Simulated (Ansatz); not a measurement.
Cost and result for the atomization energy of C$_{2}$H$_{6}$FNOS, SMILES `NC(F)OCS` (12 atoms, 11 bonds).

Cartesian coordinates in Å:
```
N 0.203 0.870 1.964
C 0.441 0.691 0.599
F 1.741 0.199 0.337
O -0.464 -0.219 0.122
C -0.419 -0.386 -1.280
S -1.749 -1.446 -1.835
H 0.888 1.483 2.382
H 0.187 -0.019 2.448
H 0.406 1.646 0.059
H -0.574 0.576 -1.783
H 0.544 -0.794 -1.589
H -1.204 -2.601 -1.423
```

The species carries charge 0 and has multiplicity 1. All single points use the PBE0-D4/def2-TZVP geometry. It is one conformer, not always the lowest. Program: Ansatz. All runs use 4 threads of an Arm Neoverse V2 on a shared host. Times are those of one run each, without the atoms' runs, and a repeat can differ threefold. Electronic energies, without spin–orbit coupling; frozen cores. CCSD(T)/CBS adds CCSD(T) − MP2 in def2-TZVPP to the MP2 limit, and its time is that of the two runs behind it. T1 = 0.012. B3LYP takes the VWN-RPA correlation (the form of Gaussian; ORCA's B3LYP/G).

CCSD(T)/CBS is a level of theory with its own doubt, some kJ/mol a heavy atom from the limit and from the frozen cores, so smaller differences don't rank the functionals.

| level | functions | wall time | atomization (kcal/mol) | difference from CCSD(T)/CBS | per bond |
| --- | --- | --- | --- | --- | --- |
| PBE-D4/def2-TZVPP (with forces) | 281 | 2.8 s | 1085.8 | 35.4 | 3.2 |
| PBE0-D4/def2-TZVPP | 281 | 3.4 s | 1055.2 | 4.8 | 0.4 |
| r2SCAN-D4/def2-TZVPP (with forces) | 281 | 5.5 s | 1052.6 | 2.2 | 0.2 |
| B3LYP-D4/def2-TZVPP (with forces) | 281 | 6 s | 1049.6 | -0.8 | -0.1 |
| B2PLYP/def2-TZVPP | 281 | 6.5 s | 1037.5 | -12.9 | -1.2 |
| ωB97X-V/def2-TZVPP | 281 | 8.5 s | 1056.6 | 6.2 | 0.6 |
| ωB97M-V/def2-TZVPP (with forces) | 281 | 13 s | 1057.4 | 7.0 | 0.6 |
| MP2/def2-QZVPP | 535 | 27 s | 1060.3 | 9.9 | 0.9 |
| CCSD(T)/def2-TZVPP | 281 | 5.9 min | 1018.2 | -32.2 | -2.9 |
| CCSD(T)/CBS(def2) | – | 6.4 min | 1050.4 | 0.0 | 0.0 |

From PBE to PBE0 (25 % exact exchange), in def2-TZVPP and without D4, the atomization energy moves by −29.8 kcal/mol: exact exchange takes away binding that semilocal exchange gives to molecules. In def2-TZVPP, CCSD(T) changes the Hartree–Fock value by +308.3 kcal/mol (the triples alone add +19.7 kcal/mol) and MP2 by +331.5 kcal/mol; breaking electron pairs costs correlation energy, which Hartree–Fock lacks. The D4 term adds +8.4 kcal/mol with B3LYP and +4.4 kcal/mol with PBE0; it sums over pairs of atoms, weighted by their polarisabilities, and B3LYP, whose exchange is more repulsive, gets the larger term.
